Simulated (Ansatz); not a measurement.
What does this script print? It uses the Ansatz DFT code, driven from Python.

Script `run_composite.py`:
```python
"""A composite energy for BH2: DFT geometry, MP2 basis limit, coupled-cluster correction."""

import ansatz as az
from ase import Atoms
import numpy as np

BASIS_SET = "def2-SVP"
FUNCTIONAL = "pbe0"

atoms = Atoms(["B", "H", "H"], positions=[
    (0.26284, -0.16623, 0.12864),
    (0.28002, 0.98532, 0.26098),
    (-0.54286, -0.81909, -0.38963),
])
system = az.Crystal.molecule_from_ase(atoms)

setup = system.calculation().basis(gaussian=BASIS_SET).functional(FUNCTIONAL).spin("collinear", total=1)
symbols = [site.symbol for site in system.cartesian_sites]
start = np.array([site.position_ang for site in system.cartesian_sites], dtype=float)
r = setup.relax(force_tolerance=0.01).run(threads=1).report
end = np.array(r["positions_ang"])
print("final positions (A) and the move of each atom")
for symbol, xyz, old in zip(symbols, end, start):
    print(f"{symbol:2s} {xyz[0]:10.5f} {xyz[1]:10.5f} {xyz[2]:10.5f}   {np.linalg.norm(xyz - old):7.4f}")

minimum = az.Crystal.molecule()
for symbol, place in zip(symbols, end):
    minimum = minimum.atom(symbol, place.tolist())
at_minimum = minimum.calculation().spin("collinear", total=1)
# MP2 extrapolated to the basis limit, plus the small-basis difference CCSD(T) - MP2
level = lambda method, basis: at_minimum.basis(gaussian=basis).correlation(method).run(threads=1).report
small, large, cluster = level("mp2", "cc-pVDZ"), level("mp2", "cc-pVTZ"), level("ccsd_t", "cc-pVDZ")
corr = lambda each: (each["free_energy_ev"] - each["reference_energy_ev"]) / 27.211386246
mp2_limit = (27 * corr(large) - 8 * corr(small)) / 19
pieces = {"HF / cc-pVTZ": large["reference_energy_ev"] / 27.211386246, "MP2 correlation, DZ-TZ limit": mp2_limit, "CCSD(T) - MP2 / cc-pVDZ": corr(cluster) - corr(small)}
for name, value in pieces.items():
    print(f"{name:32s} {value:14.6f} Ha")
print(f"{'sum':32s} {sum(pieces.values()):14.6f} Ha")
print("T1 diagnostic", round(cluster["correlation"]["coupled_cluster"]["t1_diagnostic"], 4))
```

```console
$ python run_composite.py
final positions (A) and the move of each atom
B     0.26961   -0.17053    0.13195    0.0087
H     0.29411    1.02579    0.27314    0.0445
H    -0.56372   -0.85526   -0.40510    0.0445
HF / cc-pVTZ                         -25.759905 Ha
MP2 correlation, DZ-TZ limit          -0.089082 Ha
CCSD(T) - MP2 / cc-pVDZ               -0.021125 Ha
sum                                  -25.870112 Ha
T1 diagnostic 0.0081
```

What to keep in mind:
- Total energies depend on the basis set; only differences at equal settings carry meaning.
- The sum leaves out core correlation, relativity, the Hartree-Fock basis error and zero-point energy; a DZ-TZ extrapolation is rough.
- The run takes the species as open-shell (spin multiplicity 2), which needn't be its ground state.
- Inner cores stay frozen, so this is valence correlation.
- An extrapolation from small basis sets is rough.
- Wall time of the script: 2.4 s on 1 thread of Arm Neoverse V2 (shared host), peak memory 0.16 GiB.
